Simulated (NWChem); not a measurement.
System: NH2, doublet; SMILES [NH2]

Here is an NWChem input.

```
start job
memory heap 200 mb stack 900 mb global 1100 mb
geometry units angstroms noautoz
  N      0.000000     0.000000     0.166678
  H      0.804064     0.000000    -0.471843
  H     -0.804064     0.000000    -0.471843
end
basis spherical
  * library 6-31g*
end
dft
  odft
  mult 2
  xc xtpss03 ctpss03
  iterations 150
  mulliken
end
task dft energy
```

Parts of the log:

```
             Northwest Computational Chemistry Package (NWChem) 7.3.0
             --------------------------------------------------------

 C2V symmetry detected

                             Geometry "geometry" -> ""
                             -------------------------

 Output coordinates in angstroms (scale by  1.889725989 to convert to a.u.)

  No.       Tag          Charge          X              Y              Z
 ---- ---------------- ---------- -------------- -------------- --------------
    1 N                    7.0000     0.00000000     0.00000000     0.14189356
    2 H                    1.0000     0.80406400     0.00000000    -0.49662744
    3 H                    1.0000    -0.80406400     0.00000000    -0.49662744

 Effective nuclear repulsion energy (a.u.)       7.5444893523

      Symmetry information
      --------------------

 Group name             C2v
 Group number             16
 Group order               4
 No. of unique centers     2

                                 NWChem DFT Module
                                 -----------------

 Summary of "ao basis" -> "ao basis" (spherical)
 ------------------------------------------------------------------------------
       Tag                 Description            Shells   Functions and Types
 ---------------- ------------------------------  ------  ---------------------
 N                           6-31g*                  6       14   3s2p1d
 H                           6-31g*                  2        2   2s

      Symmetry analysis of basis
      --------------------------

        a1          9
        a2          1
        b1          5
        b2          3

            General Information
            -------------------
          SCF calculation type: DFT
          Wavefunction type:  spin polarized.
          No. of atoms     :     3
          No. of electrons :     9
           Alpha electrons :     5
            Beta electrons :     4
          Charge           :     0
          Spin multiplicity:     2
          Use of symmetry is: on ; symmetry adaption is: on
          Maximum number of iterations: 150
          AO basis - number of functions:    18
                     number of shells:    10
          Convergence on energy requested:  1.00D-06
          Convergence on density requested:  1.00D-05
          Convergence on gradient requested:  5.00D-04

              XC Information
              --------------
                  TPSS metaGGA Exchange Functional  1.000
             TPSS03 metaGGA Correlation Functional  1.000

             Grid Information
             ----------------
          Grid used for XC integration:  medium
          Radial quadrature: Mura-Knowles
          Angular quadrature: Lebedev.
          Tag              B.-S. Rad. Rad. Pts. Rad. Cut. Ang. Pts.
          ---              ---------- --------- --------- ---------
          N                   0.65       49           5.0       434
          H                   0.35       45           6.0       434
          Grid pruning is: on
          Number of quadrature shells:    94
          Spatial weights used:  Erf1

      Superposition of Atomic Density Guess
      -------------------------------------

 Sum of atomic energies:         -55.29020332

      Non-variational initial energy
      ------------------------------

 Total energy =     -55.353672
 1-e energy   =     -89.278344
 2-e energy   =      26.380183
 HOMO         =      -0.276063
 LUMO         =       0.158975

   Symmetry analysis of molecular orbitals - initial alpha
   -------------------------------------------------------

  Numbering of irreducible representations:

     1 a1          2 a2          3 b1          4 b2

  Orbital symmetries:

     1 a1          2 a1          3 b1          4 a1          5 b2
     6 a1          7 b1          8 b1          9 b2         10 a1
    11 a1         12 b1         13 a1         14 a1         15 a2

   Symmetry analysis of molecular orbitals - initial beta
   ------------------------------------------------------

  Numbering of irreducible representations:

     1 a1          2 a2          3 b1          4 b2

  Orbital symmetries:

     1 a1          2 a1          3 b1          4 a1          5 b2
     6 a1          7 b1          8 b1          9 b2         10 a1
    11 a1         12 b1         13 a1         14 a1         15 a2

     ---------------------------------------------
      Total Density - Mulliken Population Analysis
     ---------------------------------------------

    Atom       Charge   Shell Charges
 -----------   ------   -------------------------------------------------------
    1 N    7     7.75   2.00  0.88  2.23  0.96  1.66  0.02
    2 H    1     0.63   0.43  0.19
    3 H    1     0.63   0.43  0.19

     --------------------------------------------
      Spin Density - Mulliken Population Analysis
     --------------------------------------------

    Atom       Charge   Shell Charges
 -----------   ------   -------------------------------------------------------
    1 N    7     1.00   0.00  0.00  0.54  0.00  0.46  0.00
    2 H    1     0.00   0.00  0.00
    3 H    1     0.00   0.00  0.00

   convergence    iter        energy       DeltaE   RMS-Dens  Diis-err
 ---------------- ----- ----------------- --------- --------- ---------
 d= 0,ls=0.0,diis     1    -55.8600367396 -6.34D+01  1.08D-02  3.25D-02
                                                     1.00D-02  2.78D-02
 d= 0,ls=0.0,diis     2    -55.8752061830 -1.52D-02  2.97D-03  3.69D-03
                                                     2.52D-03  2.56D-03
 d= 0,ls=0.0,diis     3    -55.8765024707 -1.30D-03  1.19D-03  4.78D-04
                                                     1.34D-03  6.07D-04
 d= 0,ls=0.0,diis     4    -55.8767018496 -1.99D-04  5.16D-04  1.98D-04
                                                     3.18D-04  9.10D-05
 d= 0,ls=0.0,diis     5    -55.8767727864 -7.09D-05  6.31D-05  3.67D-07
                                                     8.82D-05  1.48D-06
  Resetting Diis
 d= 0,ls=0.0,diis     6    -55.8767740302 -1.24D-06  2.14D-05  4.59D-08
                                                     1.51D-05  1.81D-08
 d= 0,ls=0.0,diis     7    -55.8767740769 -4.67D-08  8.52D-07  2.05D-10
                                                     2.63D-06  7.85D-10

         Total DFT energy =      -55.876774076899
      One electron energy =      -90.199567187144
           Coulomb energy =       34.395861288765
    Exchange-Corr. energy =       -7.617557530844
 Nuclear repulsion energy =        7.544489352323

 Numeric. integr. density =        9.000000575723

                  Occupations of the irreducible representations
                  ----------------------------------------------

                     irrep           alpha         beta
                     --------     --------     --------
                     a1                3.0          3.0
                     a2                0.0          0.0
                     b1                1.0          1.0
                     b2                1.0          0.0

                    DFT Final Alpha Molecular Orbital Analysis
                    ------------------------------------------

 Vector    3  Occ=1.000000D+00  E=-4.251616D-01  Symmetry=b1
              MO Center= -6.9D-16, -1.2D-16, -1.4D-01, r^2= 9.5D-01
   Bfn.  Coefficient  Atom+Function         Bfn.  Coefficient  Atom+Function
  ----- ------------  ---------------      ----- ------------  ---------------
     3      0.495918  1 N  px                15      0.245222  2 H  s
    17     -0.245222  3 H  s                  7      0.234346  1 N  px
    16      0.169159  2 H  s                 18     -0.169159  3 H  s
    13      0.043170  1 N  d  1

 Vector    4  Occ=1.000000D+00  E=-2.713495D-01  Symmetry=a1
              MO Center= -9.0D-17,  2.7D-15,  2.8D-01, r^2= 8.6D-01
   Bfn.  Coefficient  Atom+Function         Bfn.  Coefficient  Atom+Function
  ----- ------------  ---------------      ----- ------------  ---------------
     5      0.524342  1 N  pz                 6      0.415004  1 N  s
     9      0.363131  1 N  pz                 2      0.201854  1 N  s
    15     -0.136821  2 H  s                 17     -0.136821  3 H  s
    16     -0.128442  2 H  s                 18     -0.128442  3 H  s
     1     -0.092817  1 N  s                 12     -0.039148  1 N  d  0

 Vector    5  Occ=1.000000D+00  E=-2.638282D-01  Symmetry=b2
              MO Center= -3.1D-16, -3.2D-15,  1.2D-01, r^2= 7.5D-01
   Bfn.  Coefficient  Atom+Function         Bfn.  Coefficient  Atom+Function
  ----- ------------  ---------------      ----- ------------  ---------------
     4      0.653983  1 N  py                 8      0.488904  1 N  py
    11     -0.034729  1 N  d -1

 Vector    6  Occ=0.000000D+00  E= 6.677446D-02  Symmetry=a1
              MO Center= -3.5D-16, -4.9D-17, -6.0D-01, r^2= 2.6D+00
   Bfn.  Coefficient  Atom+Function         Bfn.  Coefficient  Atom+Function
  ----- ------------  ---------------      ----- ------------  ---------------
     6      1.351954  1 N  s                 16     -1.124845  2 H  s
    18     -1.124845  3 H  s                  9     -0.618576  1 N  pz
     5     -0.306123  1 N  pz                 2      0.179713  1 N  s
     1     -0.096021  1 N  s                 15     -0.090258  2 H  s
    17     -0.090258  3 H  s

 Vector    7  Occ=0.000000D+00  E= 1.356861D-01  Symmetry=b1
              MO Center=  6.4D-18,  1.4D-31, -5.5D-01, r^2= 2.5D+00
   Bfn.  Coefficient  Atom+Function         Bfn.  Coefficient  Atom+Function
  ----- ------------  ---------------      ----- ------------  ---------------
    16      1.347743  2 H  s                 18     -1.347743  3 H  s
     7     -0.928338  1 N  px                 3     -0.456568  1 N  px
    15      0.113780  2 H  s                 17     -0.113780  3 H  s

 Vector    8  Occ=0.000000D+00  E= 6.272583D-01  Symmetry=b2
              MO Center=  2.4D-17,  3.6D-16,  1.4D-01, r^2= 1.5D+00
   Bfn.  Coefficient  Atom+Function         Bfn.  Coefficient  Atom+Function
  ----- ------------  ---------------      ----- ------------  ---------------
     8     -1.063012  1 N  py                 4      0.970018  1 N  py

                     DFT Final Beta Molecular Orbital Analysis
                     -----------------------------------------

 Vector    2  Occ=1.000000D+00  E=-7.451119D-01  Symmetry=a1
              MO Center= -2.5D-17, -1.0D-16, -1.6D-01, r^2= 6.6D-01
   Bfn.  Coefficient  Atom+Function         Bfn.  Coefficient  Atom+Function
  ----- ------------  ---------------      ----- ------------  ---------------
     6      0.432548  1 N  s                  2      0.411862  1 N  s
     1     -0.194803  1 N  s                 15      0.176068  2 H  s
    17      0.176068  3 H  s                  5     -0.151446  1 N  pz
     9     -0.074919  1 N  pz                14      0.026269  1 N  d  2

 Vector    3  Occ=1.000000D+00  E=-4.139189D-01  Symmetry=b1
              MO Center= -3.5D-16, -1.1D-16, -1.5D-01, r^2= 9.8D-01
   Bfn.  Coefficient  Atom+Function         Bfn.  Coefficient  Atom+Function
  ----- ------------  ---------------      ----- ------------  ---------------
     3      0.477837  1 N  px                15      0.256745  2 H  s
    17     -0.256745  3 H  s                  7      0.221324  1 N  px
    16      0.185793  2 H  s                 18     -0.185793  3 H  s
    13      0.041644  1 N  d  1

 Vector    4  Occ=1.000000D+00  E=-2.490212D-01  Symmetry=a1
              MO Center= -1.8D-16, -2.5D-16,  3.1D-01, r^2= 8.5D-01
   Bfn.  Coefficient  Atom+Function         Bfn.  Coefficient  Atom+Function
  ----- ------------  ---------------      ----- ------------  ---------------
     5      0.512179  1 N  pz                 6      0.440494  1 N  s
     9      0.370115  1 N  pz                 2      0.204320  1 N  s
    15     -0.131873  2 H  s                 17     -0.131873  3 H  s
    16     -0.127826  2 H  s                 18     -0.127826  3 H  s
     1     -0.098287  1 N  s                 12     -0.026762  1 N  d  0

 Vector    5  Occ=0.000000D+00  E=-1.258387D-01  Symmetry=b2
              MO Center= -1.6D-16,  3.6D-16,  1.2D-01, r^2= 8.6D-01
   Bfn.  Coefficient  Atom+Function         Bfn.  Coefficient  Atom+Function
  ----- ------------  ---------------      ----- ------------  ---------------
     4      0.580972  1 N  py                 8      0.565889  1 N  py
    11     -0.028076  1 N  d -1

 Vector    6  Occ=0.000000D+00  E= 8.070431D-02  Symmetry=a1
              MO Center=  1.3D-16, -4.9D-17, -6.2D-01, r^2= 2.6D+00
   Bfn.  Coefficient  Atom+Function         Bfn.  Coefficient  Atom+Function
  ----- ------------  ---------------      ----- ------------  ---------------
     6      1.413698  1 N  s                 16     -1.153428  2 H  s
    18     -1.153428  3 H  s                  9     -0.632434  1 N  pz
     5     -0.295485  1 N  pz                 2      0.163929  1 N  s
     1     -0.099941  1 N  s                 15     -0.068655  2 H  s
    17     -0.068655  3 H  s

 Vector    7  Occ=0.000000D+00  E= 1.448074D-01  Symmetry=b1
              MO Center=  5.4D-16,  1.5D-33, -5.4D-01, r^2= 2.5D+00
   Bfn.  Coefficient  Atom+Function         Bfn.  Coefficient  Atom+Function
  ----- ------------  ---------------      ----- ------------  ---------------
    16      1.369679  2 H  s                 18     -1.369679  3 H  s
     7     -0.955102  1 N  px                 3     -0.449739  1 N  px
    15      0.094674  2 H  s                 17     -0.094674  3 H  s

     ---------------------------------------------
      Total Density - Mulliken Population Analysis
     ---------------------------------------------

    Atom       Charge   Shell Charges
 -----------   ------   -------------------------------------------------------
    1 N    7     7.59   2.00  0.85  2.26  1.03  1.43  0.03
    2 H    1     0.70   0.52  0.18
    3 H    1     0.70   0.52  0.18

     --------------------------------------------
      Spin Density - Mulliken Population Analysis
     --------------------------------------------

    Atom       Charge   Shell Charges
 -----------   ------   -------------------------------------------------------
    1 N    7     1.07   0.00  0.03  0.63  0.01  0.41  0.00
    2 H    1    -0.04  -0.02 -0.02
    3 H    1    -0.04  -0.02 -0.02

     -------------------------------------------
      Total Density - Lowdin Population Analysis
     -------------------------------------------

    Atom       Charge   Shell Charges
 -----------   ------   -------------------------------------------------------
    1 N    7     7.42   1.99  0.84  2.13  0.76  1.67  0.04
    2 H    1     0.79   0.49  0.30
    3 H    1     0.79   0.49  0.30

     ------------------------------------------
      Spin Density - Lowdin Population Analysis
     ------------------------------------------

    Atom       Charge   Shell Charges
 -----------   ------   -------------------------------------------------------
    1 N    7     1.05   0.00  0.02  0.61 -0.00  0.41 -0.00
    2 H    1    -0.02  -0.01 -0.01
    3 H    1    -0.02  -0.01 -0.01

   alpha - beta orbital overlaps
   -----------------------------

   alpha      1      2      3      4      5      6      7      8      9     10
    beta      1      2      3      4      5      6      7     10      8      9
 overlap   1.000  0.998  1.000  0.999  0.997  0.999  1.000  0.997  1.000  1.000

   alpha     11     12     13     14     15     16     17     18
    beta     11     12     13     15     14     16     17     18
 overlap   0.999  1.000  1.000  1.000  0.998  1.000  0.998  1.000

     --------------------------
     Expectation value of S2:
     --------------------------
      <S2> =      0.7531 (Exact =     0.7500)

     Multipole analysis of the density
     ---------------------------------

[...]
```

Level: TPSS/6-31G* (spherical d), spin-unrestricted. In the optimisation the excess spin sits in b2 (C2v, its own frame). All runs use the structure optimised with PBE0-D3(BJ)/def2-TZVP, spin-unrestricted. No stability test was run on the SCF state.
